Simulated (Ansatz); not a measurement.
# Pulling the pair apart

The pair of HF (SMILES F, atoms 1–2) and CH5N (SMILES CN, atoms 3–9), both closed shells, in one local arrangement (a lower one may exist), relaxed at PBE0-D4/def2-TZVP:

```csv
atom,x (Å),y (Å),z (Å)
F1,0.1019,-0.0509,-2.4828
H2,-0.1339,0.1819,-1.5725
C3,0.3693,-0.4171,0.7870
N4,-0.4476,0.4834,-0.0229
H5,0.2296,-0.2922,1.8659
H6,1.4209,-0.2530,0.5500
H7,0.1322,-1.4477,0.5214
H8,-0.2392,1.4514,0.1902
H9,-1.4333,0.3443,0.1638
```

CH5N is shifted rigidly along the line between the mean atom positions of the two fragments (negative: closer). Counterpoise interaction energies in kcal/mol. Program: Ansatz 0.2.0. Basis: def2-TZVPPD. Cores are frozen in the correlated methods. B3LYP uses VWN-RPA correlation.

| shift (Å) | wB97M-V | B3LYP-D4 | r2SCAN-D4 |
| --- | --- | --- | --- |
| -0.16 | -13.53 | -14.36 | -15.55 |
| -0.08 | -14.73 | -15.53 | -16.50 |
| 0.00 | -15.21 | -15.96 | -16.73 |
| 0.08 | -15.19 | -15.89 | -16.48 |
| 0.19 | -14.62 | -15.23 | -15.61 |
| 0.40 | -12.69 | -13.15 | -13.28 |
| 0.80 | -8.57 | -8.80 | -8.78 |
| 1.61 | -3.59 | -3.56 | -3.58 |

Task: What does CCSD(T) give at these shifts? (An estimate is asked for; the value comes from the calculation.)

Result: The calculation gives: -12.44, -13.73, -14.28, -14.33, -13.84, -12.06, -8.20, -3.51 kcal/mol. For zero shift, CCSD(T) at an estimated basis limit (MP2 extrapolated from triple and quadruple zeta, plus CCSD(T) − MP2 in triple zeta) gives -15.06 kcal/mol. These are counterpoise interaction energies, counted from the two frozen fragments.

T1 diagnostic: at most 0.010.

For scale, one of the runs: CCSD(T)/def2-TZVPPD, 216 basis functions, launched by `ansatz run in.yaml --threads 4 --pin off --events-out ev --progress --plain --max-ram 9574MiB`. Time: 37 s of wall clock on 4 CPU threads of an Arm Neoverse V2; the host was shared. Peak host memory: 3.4 GiB.
